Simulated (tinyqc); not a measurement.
Inside a calculation (part 2 of 2). Method: RHF in the sto-6g basis, for H2F+, spin multiplicity 1. Computed by tinyqc, a small Python program that keeps every step (integrals from PySCF). Command: `OMP_NUM_THREADS=1 python tinyqc.py 31866 31867 out.jsonl` (the two numbers bound the seeds that draw the settings). One thread of a shared host (Intel(R) Xeon(R) Processor @ 2.60GHz), about 0.2 s of CPU time with the checks.

Geometry (angstrom):
```
atom         x          y         z
F     0.000000   0.000000  0.000000
H     0.000000   0.847000  0.652000
H     0.000000  -0.821000  0.632000
```

## Iteration 2: diagonalisation and new density

extrapolated F (hartree):
```
             1F 1s      1F 2s     1F 2px     1F 2py     1F 2pz      2H 1s      3H 1s
1F 1s   -30.364910  -6.988302   0.000000   0.001535  -0.021398  -1.083425  -1.168649
1F 2s    -6.988302  -4.277604   0.000000   0.000582   0.042551  -1.137206  -1.208463
1F 2px    0.000000   0.000000  -2.324761   0.000000   0.000000   0.000000   0.000000
1F 2py    0.001535   0.000582   0.000000  -2.376225   0.000050  -0.510667   0.535226
1F 2pz   -0.021398   0.042551   0.000000   0.000050  -2.304416  -0.375808  -0.393687
2H 1s    -1.083425  -1.137206   0.000000  -0.510667  -0.375808  -0.914841  -0.388883
3H 1s    -1.168649  -1.208463   0.000000   0.535226  -0.393687  -0.388883  -0.969112
```

X:
```
            1F 1s      1F 2s    1F 2px     1F 2py     1F 2pz      2H 1s      3H 1s
1F 1s    1.022410  -0.131577  0.000000   0.000358  -0.005453   0.015338   0.016208
1F 2s   -0.131577   1.135948  0.000000  -0.004599   0.055973  -0.191362  -0.207795
1F 2px   0.000000   0.000000  1.000000   0.000000   0.000000   0.000000   0.000000
1F 2py   0.000358  -0.004599  0.000000   1.056648  -0.001986  -0.150207   0.157731
1F 2pz  -0.005453   0.055973  0.000000  -0.001986   1.027284  -0.094334  -0.100970
2H 1s    0.015338  -0.191362  0.000000  -0.150207  -0.094334   1.103185  -0.077941
3H 1s    0.016208  -0.207795  0.000000   0.157731  -0.100970  -0.077941   1.115012
```

Diagonalise F' = X^T F X, C = X C', fill 5 alpha and 5 beta electrons from the bottom; D = 2 C_occ C_occ^T. Each column has its largest component positive (the first on a tie).

F' = X^T F X (hartree):
```
            1          2          3          4          5          6          7
1  -29.998250  -3.146085   0.000000   0.001507  -0.035173  -0.188668  -0.210828
2   -3.146085  -3.100454   0.000000  -0.003308   0.086620  -0.327446  -0.351779
3    0.000000   0.000000  -2.324761   0.000000   0.000000   0.000000   0.000000
4    0.001507  -0.003308   0.000000  -2.338778  -0.001680  -0.188882   0.197534
5   -0.035173   0.086620   0.000000  -0.001680  -2.284424  -0.122055  -0.130036
6   -0.188668  -0.327446   0.000000  -0.188882  -0.122055  -0.583217  -0.083687
7   -0.210828  -0.351779   0.000000   0.197534  -0.130036  -0.083687  -0.602012
```

orbital energies (hartree): MO1 -30.365162, MO2 -2.834314, MO3 -2.378737, MO4 -2.324761, MO5 -2.300799, MO6 -0.559472, MO7 -0.468649

coefficients C:
```
              MO1        MO2        MO3       MO4        MO5        MO6        MO7
1F 1s    1.000723  -0.239492  -0.000021  0.000000  -0.023144   0.061838   0.001016
1F 2s   -0.003419   1.056536  -0.000027  0.000000   0.103057  -0.513543  -0.003751
1F 2px   0.000000   0.000000   0.000000  1.000000   0.000000   0.000000   0.000000
1F 2py  -0.000036  -0.001462   1.014020  0.000000   0.000170   0.027453  -0.367396
1F 2pz   0.000433  -0.071889  -0.000455  0.000000   1.002416  -0.259916  -0.003177
2H 1s    0.000889  -0.044133  -0.031001  0.000000  -0.018152   0.714817   0.881593
3H 1s    0.000933  -0.046210   0.030897  0.000000  -0.017436   0.805758  -0.821706
```

D after iteration 2:
```
            1F 1s      1F 2s    1F 2px     1F 2py     1F 2pz      2H 1s      3H 1s
1F 1s    2.118676  -0.517678  0.000000   0.000579  -0.011099   0.023760   0.024807
1F 2s   -0.517678   2.253802  0.000000  -0.003108   0.054702  -0.097001  -0.101247
1F 2px   0.000000   0.000000  2.000000   0.000000   0.000000   0.000000   0.000000
1F 2py   0.000579  -0.003108  0.000000   2.056478  -0.000372  -0.062748   0.062790
1F 2pz  -0.011099   0.054702  0.000000  -0.000372   2.020012  -0.030018  -0.028339
2H 1s    0.023760  -0.097001  0.000000  -0.062748  -0.030018   0.006478   0.002798
3H 1s    0.024807  -0.101247  0.000000   0.062790  -0.028339   0.002798   0.006790
```

## Iteration 13 (converged): orbitals

converged F (hartree):
```
             1F 1s      1F 2s     1F 2px     1F 2py     1F 2pz      2H 1s      3H 1s
1F 1s   -26.941917  -6.524404   0.000000   0.000701  -0.022501  -1.009400  -1.088647
1F 2s    -6.524404  -3.482081   0.000000   0.005587  -0.110855  -1.057996  -1.120034
1F 2px    0.000000   0.000000  -1.033230   0.000000   0.000000   0.000000   0.000000
1F 2py    0.000701   0.005587   0.000000  -0.955308   0.003810  -0.478143   0.495602
1F 2pz   -0.022501  -0.110855   0.000000   0.003810  -0.986220  -0.418673  -0.432861
2H 1s    -1.009400  -1.057996   0.000000  -0.478143  -0.418673  -0.779429  -0.359390
3H 1s    -1.088647  -1.120034   0.000000   0.495602  -0.432861  -0.359390  -0.815498
```

As before.

F' = X^T F X (hartree):
```
            1          2          3          4          5          6          7
1  -26.526950  -3.202682   0.000000   0.001110  -0.036006  -0.138738  -0.157410
2   -3.202682  -2.221061   0.000000  -0.004158   0.035484  -0.425792  -0.456077
3    0.000000   0.000000  -1.033230   0.000000   0.000000   0.000000   0.000000
4    0.001110  -0.004158   0.000000  -0.770435  -0.001502  -0.391674   0.405111
5   -0.036006   0.035484   0.000000  -0.001502  -0.890553  -0.282335  -0.294862
6   -0.138738  -0.425792   0.000000  -0.391674  -0.282335  -0.388543  -0.080201
7   -0.157410  -0.456077   0.000000   0.405111  -0.294862  -0.080201  -0.383605
```

orbital energies (hartree): MO1 -26.945058, MO2 -2.040426, MO3 -1.147653, MO4 -1.067461, MO5 -1.033230, MO6 -0.053825, MO7 0.073276

coefficients C:
```
              MO1        MO2        MO3        MO4       MO5        MO6        MO7
1F 1s    0.997141  -0.238288  -0.005353   0.062057  0.000000   0.089686   0.013012
1F 2s    0.012746   0.955595   0.029773  -0.332055  0.000000  -0.597951  -0.092872
1F 2px   0.000000   0.000000   0.000000   0.000000  1.000000   0.000000   0.000000
1F 2py  -0.000092  -0.004998   0.756063   0.037707  0.000000  -0.086053   0.763864
1F 2pz   0.001694   0.103194  -0.038270   0.857119  0.000000  -0.570107  -0.076039
2H 1s   -0.002145   0.074040   0.328036   0.243684  0.000000   0.806206  -0.684810
3H 1s   -0.002329   0.079853  -0.349019   0.212305  0.000000   0.628443   0.871569
```

D after iteration 13:
```
            1F 1s      1F 2s    1F 2px     1F 2py     1F 2pz      2H 1s      3H 1s
1F 1s    2.109901  -0.471527  0.000000  -0.001216   0.060989  -0.012831  -0.012615
1F 2s   -0.471527   2.048942  0.000000   0.010424  -0.374233  -0.000850  -0.009221
1F 2px   0.000000   0.000000  2.000000   0.000000   0.000000   0.000000   0.000000
1F 2py  -0.001216   0.010424  0.000000   1.146157   0.005739   0.513669  -0.512547
1F 2pz   0.060989  -0.374233  0.000000   0.005739   1.493538   0.407899   0.407128
2H 1s   -0.012831  -0.000850  0.000000   0.513669   0.407899   0.344952  -0.113676
3H 1s   -0.012615  -0.009221  0.000000  -0.512547   0.407128  -0.113676   0.346539
```

## Convergence

Stop when the energy changes by less than 1e-09 hartree and every element of the error matrix X^T (F D S - S D F) X is below 9e-06.

Course of the cycle:
```
iteration   E (hartree)     change  largest element of the error matrix
1          -37.97775866          -                             4.09e-01
2          -98.94051734  -6.10e+01                             5.37e-01
3          -99.09489795  -1.54e-01                             5.28e-01
4          -99.03905665   5.58e-02                             5.33e-01
5          -99.03033888   8.72e-03                             5.33e-01
6          -98.72144096   3.09e-01                             5.30e-01
7          -99.73445900  -1.01e+00                             1.97e-01
8          -99.76497562  -3.05e-02                             9.44e-02
9          -99.77482571  -9.85e-03                             1.91e-02
10         -99.77522229  -3.97e-04                             3.38e-04
11         -99.77522253  -2.38e-07                             1.62e-04
12         -99.77522256  -2.45e-08                             1.50e-05
13         -99.77522256  -2.46e-10                             1.54e-06
```

PySCF RHF in the same basis = -99.77522256 hartree

Converged in 13 iterations.

## Populations, bond orders and dipole

overlap S:
```
           1F 1s     1F 2s    1F 2px     1F 2py    1F 2pz     2H 1s      3H 1s
1F 1s   1.000000  0.232479  0.000000   0.000000  0.000000  0.035670   0.038483
1F 2s   0.232479  1.000000  0.000000   0.000000  0.000000  0.356951   0.376209
1F 2px  0.000000  0.000000  1.000000   0.000000  0.000000  0.000000   0.000000
1F 2py  0.000000  0.000000  0.000000   1.000000  0.000000  0.232358  -0.241927
1F 2pz  0.000000  0.000000  0.000000   0.000000  1.000000  0.178864   0.186234
2H 1s   0.035670  0.356951  0.000000   0.232358  0.178864  1.000000   0.200679
3H 1s   0.038483  0.376209  0.000000  -0.241927  0.186234  0.200679   1.000000
```

Mulliken: Z minus the diagonal of D S on the atom; Loewdin: the same with S^(1/2) D S^(1/2); Mayer order: 2 sum_s sum (D(s) S)_ij (D(s) S)_ji over the two atoms.

Charges (e):
```
atom  Mulliken   Loewdin
1F    0.033284  0.163582
2H    0.486308  0.424195
3H    0.480408  0.412224
```

Mayer bond orders:
```
pair     order
2-1   0.754695
3-1   0.760399
3-2   0.008809
```

dipole moment about the origin, x y z (debye): 0.000000  0.089057  3.387597
